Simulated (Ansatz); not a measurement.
## Worked example: vertical ionisation energy of C4H5N (SMILES c1cc[nH]c1)

The species is C4H5N (10 atoms), meant as a singlet with charge 0. SMILES: `c1cc[nH]c1`. The shape is that of a PBE0-D4/def2-TZVP optimisation.

Both states at this one shape; open shells run unrestricted unless said. 1 Eh = 27.2114 eV.

| level | program | singlet C4H5N (Eh) | doublet C4H5N+ (Eh) |
| --- | --- | --- | --- |
| BLYP/def2-SVP | Ansatz | -209.924982 | -209.628940 |
| wB97M-V/def2-SVP | Ansatz | -209.929410 | -209.625314 |
| RPA@PBE0/def2-SVP, 5 core orbitals frozen | Ansatz | -209.623540 | -209.325341 |

Work out the vertical ionisation energy at each level.


1. BLYP/def2-SVP: -209.628940 − (-209.924982) = 0.296042 Eh = 8.06 eV.
2. wB97M-V/def2-SVP: -209.625314 − (-209.929410) = 0.304096 Eh = 8.27 eV.
3. RPA@PBE0/def2-SVP: -209.325341 − (-209.623540) = 0.298199 Eh = 8.11 eV.

No measured value is set beside it here; the levels span 8.06 to 8.27 eV.
